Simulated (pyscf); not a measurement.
One hydrogen abstraction on the doublet surface with elements of a group swapped. ωB97M-D3(BJ)/def2-TZVP, kJ/mol, from the separated reactants. Optimised with ωB97X-D3(BJ)/def2-SVP in PySCF.

```json
[
 {"step": "HO–Si(Cl)(Cl)–Cl + H• → •O–Si(Cl)(Cl)–Cl + H₂", "barrier": "…", "reaction energy": "…", "imaginary mode (i cm⁻¹)": "778"},
 {"step": "HO–Sn(Cl)(Cl)–Cl + H• → •O–Sn(Cl)(Cl)–Cl + H₂", "barrier": "75.3", "reaction energy": "+66.8", "imaginary mode (i cm⁻¹)": "837"}
]
```

Q: Fill in the missing entries.

A: 
- HO–Si(Cl)(Cl)–Cl + H• → •O–Si(Cl)(Cl)–Cl + H₂, barrier: 88.8
- HO–Si(Cl)(Cl)–Cl + H• → •O–Si(Cl)(Cl)–Cl + H₂, reaction energy: +78.4

Each row is the saddle that its search found. Elements past Kr carry the def2 core potentials, without spin-orbit coupling.
